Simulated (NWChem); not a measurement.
Everything below was run with NWChem. System: Si, charge 0, spin multiplicity 3. Its SCF solution wasn't tested for a lower state. Level: UMP2/def2-TZVP, 5 core orbitals frozen.

Input file:

```
start mol
memory heap 200 mb stack 900 mb global 1100 mb
geometry units angstroms nocenter noautoz
  Si     0.000000     0.000000     0.000000
  symmetry group D2h
end
basis spherical
  * library def2-tzvp
end
scf
  uhf
  nopen 2
  maxiter 100
  thresh 1e-7
  semidirect memsize 60000000 filesize 0
  # guess.movecs holds the orbitals of an unrestricted PBE0 run
  vectors input guess.movecs output mol.movecs
end
mp2
  freeze core 5
end
task mp2 energy
```

Output (cleaned and shortened):

```
             Northwest Computational Chemistry Package (NWChem) 7.3.0
             --------------------------------------------------------

                                NWChem Input Module
                                -------------------

 Scaling coordinates for geometry "geometry" by  1.889725989
 (inverse scale =  0.529177249)

                             Geometry "geometry" -> ""
                             -------------------------

 Output coordinates in angstroms (scale by  1.889725989 to convert to a.u.)

  No.       Tag          Charge          X              Y              Z
 ---- ---------------- ---------- -------------- -------------- --------------
    1 Si                  14.0000     0.00000000     0.00000000     0.00000000

 Effective nuclear repulsion energy (a.u.)       0.0000000000

            Nuclear Dipole moment (a.u.)
            ----------------------------
        X                 Y               Z
 ---------------- ---------------- ----------------
     0.0000000000     0.0000000000     0.0000000000

      Symmetry information
      --------------------

 Group name             D2h
 Group number             26
 Group order               8
 No. of unique centers     1

      Symmetry unique atoms

     1


 Summary of "ao basis" -> "" (spherical)
 ------------------------------------------------------------------------------
       Tag                 Description            Shells   Functions and Types
 ---------------- ------------------------------  ------  ---------------------
 *                         def2-tzvp                  on all atoms

 Summary of "ao basis" -> "ao basis" (spherical)
 ------------------------------------------------------------------------------
       Tag                 Description            Shells   Functions and Types
 ---------------- ------------------------------  ------  ---------------------
 Si                        def2-tzvp                13       37   5s5p2d1f

                                 NWChem SCF Module
                                 -----------------

  ao basis        = "ao basis"
[...]
  AO/Fock/Back tols     =   1.0D-09  1.0D-09  1.0D-09

 GA uses MA = F    GA memory limited = T

 Available:
  local mem=  1.26D+08
 global mem=  1.44D+08
 local disk=  0.00D+00
  mp2_memr nvloc                    29
  nvloc new                    29
   1 passes of   3:        3145728                       7141                    210344.
   1 passes of   3: M    126153450           G      144176462           F     123007722.

 Semi-direct pass number   1 of   1  for UHF alpha       at        0.2s
  vrange nnbf                   703
  mp2_eaftype                    10  avail_ma_in_mb                  1099
 EAF : mp2_eaftype filesize          10     105172.
  mp2_eaf for mointskh                     10
Node 0 wrote      0.5 Mb in      0.0 s     Agg I/O rate:  1916.3 Mb/s
 Done moints_semi at        0.4s
  mp2_eaftype                    10  avail_ma_in_mb                  1089
 EAF : mp2_eaftype filesize          10     105172.
  mp2_eaf for kh                    10
 Done maket at        0.5s
 Done multipass loop at        0.5s

 GA uses MA = F    GA memory limited = T

 Available:
  local mem=  1.26D+08
 global mem=  1.44D+08
 local disk=  0.00D+00
  mp2_memr nvloc                    31
  nvloc new                    31
   1 passes of   1:        3145728                       4342                     76493.
   1 passes of   1: M    126153450           G      144176462           F     123007722.

 Semi-direct pass number   1 of   1  for UHF beta        at        0.5s
  vrange nnbf                   703
  mp2_eaftype                    10  avail_ma_in_mb                  1099
 EAF : mp2_eaftype filesize          10      38247.
  mp2_eaf for mointskh                     10
Node 0 wrote      0.2 Mb in      0.0 s     Agg I/O rate:  1300.9 Mb/s
 Done moints_semi at        0.7s
  mp2_eaftype                    10  avail_ma_in_mb                  1089
 EAF : mp2_eaftype filesize          10      38247.
  mp2_eaf for kh                    10
 Done maket at        0.7s
 Done multipass loop at        0.7s

          -------------------------------------------
          SCF energy                -288.850793492558
          Correlation energy          -0.054913014681
          Singlet pairs                0.000000000000
          Triplet pairs                0.000000000000
          Total MP2 energy          -288.905706507238
          -------------------------------------------

          ---------------------------------------------------
                    Spin Component Scaled (SCS) MP2
          Same spin pairs                     -0.009550662788
          Same spin scaling factor             0.333333333333
          Opposite spin pairs                 -0.045362351892
          Opposite spin scaling fact.          1.200000000000
          SCS-MP2 correlation energy          -0.057618376534
          Total SCS-MP2 energy              -288.908411869091
          ---------------------------------------------------

 -----------------------
 Performance information
 -----------------------

 Timer overhead =  9.78D-08 seconds/call

               Nr. of calls         CPU time (s)                 Wall time (s)                GFlops
             ---------------    -------------------     ------------------------------   -------------------
Name         Min   Avg   Max    Min     Avg     Max     Min     Avg     Max   Mx/calls   Min     Max     Sum
mp2: moin     2     2     2   0.41    0.41    0.41     0.41    0.41    0.41    0.21      0.0     0.0     0.0
mp2: make     2     2     2   2.53E-3 2.53E-3 2.53E-3  2.54E-3 2.54E-3 2.54E-3 1.27E-3   0.0     0.0     0.0
mp2: tota     1     1     1   0.46    0.46    0.46     0.46    0.46    0.46    0.46      0.0     0.0     0.0

 The average no. of pstat calls per process was 5.00D+00
 with a timing overhead of 4.89D-07s

 Task  times  cpu:        0.6s     wall:        0.6s

 Total times  cpu:        0.7s     wall:        0.7s
```
